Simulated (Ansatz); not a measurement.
The input, for Ansatz 0.2.0:

```yaml
crystal:
  periodic: [false, false, false]
  atoms:
    - {symbol: Ge, position_ang: [0.000000, -0.033900, -0.003676]}
    - {symbol: H, position_ang: [0.000000, 1.086950, -1.137164]}
    - {symbol: H, position_ang: [0.000000, 1.356183, 1.402096]}
basis:
  gaussian: {orbitals: cc-pVDZ}
correlation: {method: fic_mrcisd_q, electrons: outside_noble_gas, active_space: {window: {electrons: 6, orbitals: 6}, shells: [{species: Ge, l: s, shell: 4}, {species: Ge, l: p, shell: 4}, {species: H, l: s, shell: 1}]}}
```

```sh
$ ansatz run in.yaml --threads 1 --pin off --events-out ev --progress --plain --max-ram 2393MiB
```

The program prints:

```
711 factors; integrals over basis functions are off by at most 1.4e-7 eV
mean field evaluation 1: about -56501.8543 eV, gradient 7.5e0 eV
mean field evaluation 2: about -56501.8627 eV, gradient 7.5e0 eV
mean field evaluation 4: about -56502.2110 eV, gradient 6.5e-1 eV
mean field evaluation 8: about -56502.2149 eV, gradient 2.8e-4 eV
mean field -56502.21485999 eV, -2076.4180975278 hartree, gradient 1.3e-6 eV, S^2 0.000000; 0 other end points of the search recorded, 0 dependent functions left out; unrestricted orbitals would lower it
reference -56502.21485999 eV, -2076.4180975278 hartree; 17, 17 occupied and 20, 20 virtual orbitals, 711 factors
state -56503.75369292 eV, -2076.4746485950 hartree
contracted CI cycle   1: correlation 0.00000000 eV, 0.0000000000 hartree, residual 8.94e0 eV
contracted CI cycle   2: correlation -1.50635340 eV, -0.0553574663 hartree, residual 1.95e0 eV
contracted CI cycle   3: correlation -1.57767576 eV, -0.0579785148 hartree, residual 4.47e-1 eV
contracted CI cycle   4: correlation -1.58115336 eV, -0.0581063143 hartree, residual 1.14e-1 eV
contracted CI cycle   5: correlation -1.58139140 eV, -0.0581150622 hartree, residual 2.68e-2 eV
contracted CI cycle   6: correlation -1.58140511 eV, -0.0581155657 hartree, residual 7.15e-3 eV
contracted CI cycle   7: correlation -1.58140604 eV, -0.0581155999 hartree, residual 1.69e-3 eV
contracted CI cycle   8: correlation -1.58140609 eV, -0.0581156019 hartree, residual 4.72e-4 eV
state -56503.75369292 eV, -2076.4746485950 hartree; corrected -56505.39351395 eV, -2076.5349109065 hartree
Total energy: -56505.39351395 eV, -2076.5349109065 hartree
Checks for a lower state left out: starts, orbital_swaps
```

Natural occupations: 1.9787 1.9487 1.9191 0.0653 0.0598 0.0285.

For the same geometry and basis full CI lies 5.9 meV lower.

Ran on 1 thread of Intel Xeon Platinum 8488C, shared host: 2 s wall, 0.16 GiB peak host memory.
